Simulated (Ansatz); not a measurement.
HfO₂ (P2₁/c, No. 14) was calculated with PBE-D3(BJ) in Ansatz (PAW).

Run with plane-wave cutoff 500 eV, 8×8×8 k mesh, Fermi–Dirac smearing 0.05 eV, scalar-relativistic PAW data made under PBE.

Cell (relaxed at this level):

HfO2 is taken in the monoclinic space group P2₁/c (No. 14), Pearson symbol mP12. Conventional cell: a = 5.126 Å, b = 5.202 Å, c = 5.305 Å, α = 90.00°, β = 99.51°, γ = 90.00°. Hf on 4e is surrounded by 7 O at 2.048–2.249 Å. O1 on 4e is coordinated by 4 Hf at 2.146–2.249 Å. O2 on 4e has 3 Hf at 2.048–2.148 Å. (Neighbours: up to the widest gap in distance over summed covalent radii, below 1.35, at either atom; cation-cation and far metal-metal contacts left out.)

Task: What does this level give for the band gap?

Result: 
- band gap = 4.04 eV (on the SCF k mesh)

Measured, for comparison: band gap 5.7 eV (temperature not stated, not corrected to a static lattice, our sources range from 5.70 to 5.84; as tabulated in Choudhary et al. (2018), arXiv:1804.01032).

Note: the relaxation could not lower the start's symmetry, so the cell can be a saddle point above a distorted one.

Spin–orbit coupling is not included.

The computed numbers hold no vibrational or temperature effects.

Cost on a shared machine: very roughly 19 core-minutes.

Ansatz is a first-principles code.
